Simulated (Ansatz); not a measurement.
Correlation energies of CH₅OSi, SMILES `C[SiH]O` radical by basis set

Cartesian coordinates in Å:
```
C -0.5381 -0.2210 -0.9929
Si 0.6462 0.5085 0.2483
O 0.8037 -0.6148 1.4562
H -0.1355 -1.1386 -1.4258
H -0.7259 0.4888 -1.8017
H -1.4908 -0.4570 -0.5091
H 0.1136 1.7969 0.8064
H 1.3268 -0.3628 2.2186
```

Total charge 0; spin multiplicity 2. The structure was optimised at the PBE0-D4/def2-TZVP level. It is one conformer, not always the lowest. Frozen core, unrestricted reference, the Gaussian-basis code of Ansatz. CBS rows extrapolate triple and quadruple zeta; past MP2 they add the triple-zeta difference.

| basis | HF (Eh) | MP2 corr. |
| --- | --- | --- |
| def2-SVP | -404.39937 | -0.41603 |
| def2-TZVPP | -404.65111 | -0.52513 |
| def2-QZVPP | -404.66635 | -0.56453 |

**Question.** Estimate the CCSD correlation energy and the (T) correction in each basis where they were run (hartree).

**Answer.** 
| basis | CCSD corr. | (T) |
| --- | --- | --- |
| def2-SVP | -0.45128 | -0.01063 |
| def2-TZVPP | -0.55540 | -0.01971 |
| CBS(def2) | -0.62397 | as TZ |
